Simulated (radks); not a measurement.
# C⁴⁺ in [He]: an all-electron calculation

What are the levels of the carbon ion C4+, how large are its shells, and how does its energy divide?

Program: radks (a radial shooting solver on a logarithmic mesh, Libxc functionals) version 1. Level of theory: scalar-relativistic Kohn-Sham, RPBE, spin-polarised, spherical densities, finite nucleus. These are calculated values, not measurements, unless marked.

### Step 1. The system

```
element            : carbon (Z = 6)
charge             : +4
electrons          : 2
configuration      : [He]
nuclear rms radius : 2.4702 fm
```

The outer shells:

C⁴⁺
```
1s [↑↓]
```

### Step 2. The run

Input:

```text
Z 6
configuration [He]
relativity scalar-relativistic
functional rpbe,pbe
spin polarised
nucleus finite rms 2.4702 fm
c 137.035999084
```

Launch:

```
python run_ks.py task.json out
```

All runs below come from this command, one after another.

What does the calculation give?

**Answer**, as computed:

| quantity | value |
| --- | --- |
| total energy | -32.41885 hartree |
| exchange-correlation share of it | 11.00 % |
| −T/E | 0.9995 |
| highest occupied level | 1s, -358.13 eV |
| most extended occupied level | 1s up, <r> = 0.268 bohr |
| radius at density 0.001 e/bohr³ | 1.06 bohr |
| maxima of the radial density | 1 |
| ionisation energy, NIST | 392.09 (theory) eV |

What this shows: The radial density shows 1 maxima for 1 occupied principal shells. Minus the highest eigenvalue, 358.13 eV, is 91 % of the tabulated ionisation energy (392.09 eV). 
